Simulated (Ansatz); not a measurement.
`FCC(F)F` + H₂ → `FCCF` + H–F at 298.15 K and 1 bar (hydrogenolysis of a C–F bond).

Gas-phase electronic energies from Ansatz, PBE0-D4/def2-TZVP geometries. CCSD(T)/CBS adds triple-zeta CCSD(T) − MP2 to the extrapolated MP2 energy (def2 sets, frozen cores). This one scheme is used for every species. One conformer a species, not always the lowest.

```
  species  CCSD(T)/CBS energy (Eh)  H − E (kJ/mol)  S (J/(mol·K))
`FCC(F)F`               -377.27138           156.4          302.4
       H₂                 -1.17544            35.1          130.4
   `FCCF`               -278.07852           174.4          278.2
      H–F               -100.39570            33.5          173.6
```

H − E and S are ideal-gas, rigid-rotor, harmonic terms from PBE0-D4/def2-TZVP, for one conformer and one mirror image of each species. The MP2-based limit puts H₂ 0.8 mEh under its directly extrapolated value; such offsets cancel only in part. 1 Eh = 2625.50 kJ/mol, R = 8.31446 J/(mol·K).

Problem. By hand: ΔE, ΔH, ΔS and ΔG.

Solution. ΔE = (-278.07852) + (-100.39570) − (-377.27138) − (-1.17544) = -0.02740 Eh = -71.9 kJ/mol. Δ(H − E) = 174.4 + 33.5 − 156.4 − 35.1 = 16.4, so ΔH = -55.5 kJ/mol. ΔS = 278.2 + 173.6 − 302.4 − 130.4 = 19.0 J/(mol·K). ΔG = -55.5 − 298.15 × (19.0)/1000 = -61.2 kJ/mol.

Problem. By hand: the equilibrium constant, and the temperature at which ΔG would vanish if ΔH and ΔS stayed fixed.

Solution. log₁₀ K = −ΔG/(RT ln 10) = 10.7. ΔH and −TΔS have one sign here, so there is no such temperature.

ΔH outweighs TΔS. A doubt of 5 kJ/mol in ΔE shifts log₁₀ K by 0.9 here. Other conformers and mirror images would add mixing entropy, several J/(mol·K) or more a flexible species. These are equilibria of isolated gas molecules and say nothing of rates. Largest T1 diagnostic: 0.011 (customary marks: 0.02 for closed shells, 0.045 for open ones).
